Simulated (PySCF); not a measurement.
# Löwdin shares of the frontier orbitals

Species: C4H12P2.
Geometry (PBE0-D3(BJ)/def2-SVP, Å), atoms numbered from 1 in this order:
```xyz
18
C4H12P2 angstrom
C     -2.620    0.972    0.299
P     -1.276    0.033   -0.039
C     -0.878   -1.056    1.362
P     -1.092   -1.493   -1.762
C      0.177    1.100   -0.371
C      1.488    0.401   -0.691
H     -2.844    1.794   -0.386
H     -3.481    0.465    0.745
H     -0.013   -1.694    1.134
H     -1.749   -1.697    1.566
H     -0.681   -0.438    2.249
H     -2.404   -1.982   -1.475
H     -1.582   -0.527   -2.694
H     -0.134    1.766   -1.194
H      0.259    1.739    0.523
H      1.424   -0.204   -1.607
H      2.288    1.143   -0.835
H      1.804   -0.268    0.124
```

Method used: TDDFT B3LYP/def2-SVPD, vertical, gas phase, core orbitals frozen in the response (PySCF 2.14.0, density-fitted response routines).

Kohn–Sham orbitals with the atoms that hold most of them (Löwdin shares over 4%, at most four atoms; ? is withheld):

| orbital | ε (eV) | atoms |
| --- | --- | --- |
| LUMO+2 | 0.39 | P4 40%, H13 13%, H12 9%, C3 8% |
| LUMO+1 | 0.12 | P4 17%, C6 10%, C3 9%, C5 8% |
| LUMO | ? | P4 40%, P2 13%, C1 8%, H12 7% |
| HOMO | -4.82 | ? |
| HOMO-1 | -7.84 | ? |
| HOMO-2 | -8.76 | P4 25%, P2 22%, C5 15%, C3 7% |
| HOMO-3 | -9.26 | P2 17%, C5 16%, C3 15%, C1 10% |

Problem. Give the leading atoms of the HOMO-1.

Solution. P4 (bonded to P and 2 H) 58%; P2 (bonded to 3 C and P) 12%; H13 (bonded to P) 8%; H12 (bonded to P) 8%. By element: phosphorus 70%, hydrogen 16% or more.

Problem. Give the leading atoms of the HOMO.

Solution. C1 (bonded to P and 2 H) 48%; P4 (bonded to P and 2 H) 18%; P2 (bonded to 3 C and P) 15%; H8 (bonded to C) 6%. By element: carbon 48% or more, phosphorus 34%, hydrogen 6% or more.

Problem. What is the LUMO energy, and the HOMO–LUMO gap?

Solution. ε(LUMO) = -0.17 eV; the gap is 4.65 eV (0.1708 hartree).

Problem. How does S1 compare with the orbital gap of 4.65 eV?

Solution. S1 is at 4.01 eV (f = 0.013), 0.63 eV below the gap, made of HOMO→LUMO (67%), HOMO→LUMO+1 (30%). 

Next come S2 at 4.33 eV (f 0.0018), HOMO→LUMO+2 (94%); S3 at 4.44 eV (f 0.266), HOMO→LUMO+1 (64%), HOMO→LUMO (26%); S4 at 4.87 eV (f 0.040), HOMO→LUMO+3 (80%), HOMO→LUMO+4 (9%); S5 at 5.08 eV (f 0.027), HOMO→LUMO+4 (85%).

Löwdin shares depend on the basis, the more so with diffuse functions.

One conformer stands for the species.
